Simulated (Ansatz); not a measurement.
# Energy profile

The step: SiH₃F ([F][SiH3]) + CH₃ → SiH₂F ([F][SiH2]) + CH₄; bonds formed: H1–C4; bonds broken: H1–Si2 (atoms numbered as in the saddle structure below).

```
9
angstrom
H 0.0901 -0.1240 0.0313
Si -0.4521 1.2068 0.7584
F -1.3500 1.9991 -0.3104
C 0.5469 -1.3945 -0.8133
H 0.6597 2.1034 1.1733
H -1.3128 0.8865 1.9282
H 0.2844 -2.1973 -0.1340
H -0.0708 -1.2886 -1.6975
H 1.6045 -1.1915 -0.9360
```

Electronic energies by CCSD(T) at an estimated basis limit (MP2 extrapolated from triple and quadruple zeta, plus CCSD(T) − MP2 in triple zeta), on PBE0-D4/def2-TZVP structures; CH6FSi, doublet; no counterpoise correction; spin–orbit coupling, which lowers free halogen atoms and radicals such as OH and SH, is left out. Computed with Ansatz 0.2.0 (basis: def2-TZVPP and def2-QZVPP); correlated methods freeze the cores; orbitals are unrestricted. Extrapolation: Hartree–Fock as exp(−7.88 √X), correlation as X^−2.97.

Give the profile in eV, counted from the separated reactants. (Judge from chemistry; the value comes from the calculation.)

Computed:
```csv
point,eV
"separated: SiH3F (linked as [F][SiH3]; H1, Si2, F3, H5, H6; singlet) + CH3 (C4, H7, H8, H9; doublet)",0.000
start structure,-0.034
saddle,0.427
end structure,-0.586
"separated: CH4 (H1, C4, H7, H8, H9; singlet) + SiH2F (linked as [F][SiH2]; Si2, F3, H5, H6; doublet)",-0.560
```

The T1 diagnostic stays at or below 0.015. ⟨S²⟩ of the unrestricted Hartree–Fock references: 0.75 to 0.78 (a pure state has 0.75). The start structure is not quite a true minimum (one mode of 42i cm⁻¹). The end structure is not quite a true minimum (one mode of 29i cm⁻¹).

Radical steps of this kind take place in plasma deposition and etching.

For scale, one of the runs: CCSD(T)/def2-TZVPP, 188 basis functions (an equivalent command: `ansatz run in.yaml --threads 4`). Hardware: 4 CPU threads, shared host. Wall time 74 s; peak host memory 5 GiB.
